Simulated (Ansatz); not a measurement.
## SiH (SMILES [SiH]): the energy, rung by rung

SiH has 2 atoms, charge 0, and is taken as a doublet. As SMILES, `[SiH]`. Geometry: relaxed at GFN2-xTB.

```xyz
2

Si    0.0000    0.0000    0.0000
H     0.0000    0.0000    1.5166
```

Each level gives the energy change with the Si1–H2 bond stretched from 1.517 to 1.896 Å (eV). The values are calculated.

| level | kind | program | value (eV) | less FCI/6-311G** | CPU time (all runs) |
| --- | --- | --- | --- | --- | --- |
| UHF/6-311G** | Hartree–Fock | Ansatz | 0.71 | +0.10 | 0.36 s |
| U-revPBE/6-311G** | GGA | Ansatz | 0.49 | -0.12 | 2.6 s |
| U-r2SCAN/6-311G** | meta-GGA | Ansatz | 0.58 | -0.03 | 6.2 s |
| U-r2SCAN0/6-311G** | hybrid meta-GGA | Ansatz | 0.63 | +0.02 | 5.7 s |
| U-wB97X/6-311G** | range-separated hybrid | Ansatz | 0.64 | +0.03 | 8.4 s |
| UMP2/6-311G** | perturbation theory | Ansatz | 0.69 | +0.08 | 0.41 s |
| UCCSDT(Q)/6-311G** | coupled cluster or CI | Ansatz | 0.61 | 0.00 | 4.4 s |
| FCI/3-21G | exact in the basis | Ansatz | 0.35 | -0.26 | 0.82 s |
| FCI/6-311G** | exact in the basis | Ansatz | 0.61 | 0.00 | 6.1 s |

FCI/6-311G** is exact within its basis and frozen core, so for wave-function methods in that basis the difference is their error; functionals converge differently with the basis, so for them it is only a difference. The first shape isn't each level's own minimum. The values span 0.35 to 0.71 eV. High-level rows in very small sets aren't better than simpler rows in larger ones. Times are those of the runs behind each value, whatever else they computed, on shared processors of several kinds: orders of magnitude only.
